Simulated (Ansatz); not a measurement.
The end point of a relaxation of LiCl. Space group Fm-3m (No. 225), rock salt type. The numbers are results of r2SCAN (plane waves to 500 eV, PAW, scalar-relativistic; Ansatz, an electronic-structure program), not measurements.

```cif
data_ClLi
_chemical_formula_sum 'Cl1 Li1'
_space_group_name_H-M_alt 'P 1'
_space_group_IT_number 1
_cell_length_a 3.61492
_cell_length_b 3.61492
_cell_length_c 3.61492
_cell_angle_alpha 60.000
_cell_angle_beta 60.000
_cell_angle_gamma 60.000
loop_
_space_group_symop_operation_xyz
  'x, y, z'
loop_
_atom_site_label
_atom_site_type_symbol
_atom_site_fract_x
_atom_site_fract_y
_atom_site_fract_z
_atom_site_occupancy
Cl1 Cl 0.00000 0.00000 0.00000 1
Li1 Li 0.50000 0.50000 0.50000 1
```

For LiCl, the volume per atom is 16.70 Å³. The band gap is 7.29 eV, direct (no spin-orbit coupling), the shortest distances is Cl–Li 2.56 Å and the k-mesh is 11×11×11.

Band energies at high-symmetry points (eV from the VBM; labels of this space group; no spin-orbit coupling), from −5 eV up to 10.0 eV:

```tsv
point	energies
Γ	0.00 0.00 0.00 7.29
X	-2.98 -1.14 -1.14 8.62 8.85
U	-2.55 -1.84 -0.86 8.81
K	-2.55 -1.84 -0.86 8.81
L	-2.91 -0.28 -0.28 7.54
W	-2.18 -2.18 -1.10
```

No spin polarisation in the result.

Measured for LiCl: a 5.07 Å (static lattice; corrected from measurement; as listed in Daniel Mejia-Rodriguez, S. B. Trickey, Phys. Rev. B (2018)); gap 9.57 eV (static lattice; corrected from measurement; as listed in Wei Chen et al., Physical Review Materials (2018)). Computed minus measured — a: r2SCAN +0.8 %; gap: r2SCAN -2.28 eV. The computed values are for a static lattice, and a measured gap can be an optical one, lowered by exciton binding.

The run could not lose the symmetry of its start; a randomly shaken copy of 2 atoms returns to this structure.

All atoms sit on sites fixed by symmetry, so only the cell could relax.
